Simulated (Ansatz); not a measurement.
A made-up structure of CH4NSi (charge +1), singlet:

| atom | x (Å) | y (Å) | z (Å) |
| --- | --- | --- | --- |
| N1 | -1.1387 | -0.2070 | -0.9127 |
| C2 | -0.1700 | -0.0312 | -0.1364 |
| Si3 | 1.1428 | 0.2076 | 0.9160 |
| H4 | 1.6230 | 0.0247 | 2.2398 |
| H5 | -1.3418 | 0.4303 | -1.6855 |
| H6 | 0.8766 | 1.0169 | 2.1108 |
| H7 | 2.4104 | -0.4192 | 0.5241 |

It is relaxed with PBE-D4/def2-SVP and then PBE0-D4/def2-TZVP (Ansatz 0.2.0). Atoms count as bonded within 1.22 times the sum of their covalent radii (H–H: 0.88 Å). The end point is not checked to be a true minimum.

(1) Does its bonding change? (Judge from chemistry; the calculation decides.)

Answers

(1) Computed: No: no bond forms or breaks.

Where it ends: The first stage lowers the energy by 4.21 eV in 10 steps. It ends as CH₄NSi ([NH][C][SiH3]), total charge +1:
```csv
atom,x (Å),y (Å),z (Å)
N1,-0.8957,0.0336,-0.8563
C2,-0.0650,0.1013,-0.0790
Si3,1.3436,0.2158,1.2389
H4,0.9460,-0.8524,2.1725
H5,-1.6317,-0.0263,-1.5449
H6,1.1739,1.5991,1.7164
H7,2.5313,-0.0491,0.4085
```

Labels in which every atom is bracketed show which atoms are joined, not bond orders.

For scale, one of the runs: PBE0-D4/def2-TZVP relaxation, 123 basis functions, launched by `ansatz run in.yaml --threads 2 --pin off --events-out ev --progress --plain --max-ram 4352MiB`. Hardware: 2 CPU threads of an Arm Neoverse V1, shared host. Wall time about 10 s.
